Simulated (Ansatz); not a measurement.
Process, species as SMILES: FC(F)=C + 4 [H][H] (H2) → 2 C (CH4) + 2 F (HF)
B3LYP-D3(BJ)/def2-TZVP geometries, fixed; electronic energies without zero-point terms.

Effect of the final integration grid (spheres per factor e of radius in core and valence, angular degree) at PBE0/def2-TZVPP with Ansatz (a first-principles code), against the last row, where the energy of full hydrogenation is -99.98 kcal/mol. The default's grid is 13, 11, 36.

```csv
setting,largest shift of a total energy (mEh),shift of the energy of full hydrogenation (kcal/mol)
accuracy: medium (default),0.000,0.000
"final_grid: 4, 3, 11",-0.925,2.179
"final_grid: 6, 5, 17",-0.113,-0.109
"final_grid: 8, 7, 23",-0.029,-0.034
"final_grid: 10, 9, 29",-0.005,0.000
"final_grid: 18, 15, 47",0.000,0.000
"final_grid: 26, 22, 59",0.000,0.000
```

Within 0.1 kcal/mol in the energy of full hydrogenation: accuracy: medium (default); final_grid: 8, 7, 23; final_grid: 10, 9, 29; final_grid: 18, 15, 47. The largest shift is 0.925 mEh in a total energy and 2.179 kcal/mol in the difference.
